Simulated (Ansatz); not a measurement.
For hcp Hf, r²SCAN+rVV10 (Ansatz, a program for electronic structure, PAW) gives:

- lattice parameter a: 3.185 Å
- lattice parameter c: 5.030 Å

Problem. What does HSE06 (plane waves, PAW; Ansatz) give for the same quantities?

Solution. 
- lattice constant a: 3.221 Å (goes up by 1.1 %)
- lattice parameter c: 5.071 Å (rises by 0.8 %)

For comparison: lattice constant a 3.194 Å (measured, 293 K, no zero-point or thermal correction, our sources range from 3.194 to 3.200; as tabulated in Wikipedia's data pages); lattice parameter c 5.051 Å (measured, 293 K, no zero-point or thermal correction; as tabulated in Wikipedia's data pages).

Changes are worked out from the printed values.

Unless a cell is named, each level is at its own relaxed cell (r²SCAN+rVV10 22.10, HSE06 22.77 Å³/atom).

Levels without +SOC leave out spin–orbit coupling, which shifts energies and cells of such heavy elements.

Ansatz's density-functional and Hartree–Fock values are scalar-relativistic unless marked +SOC, with PAW data made under PBE.
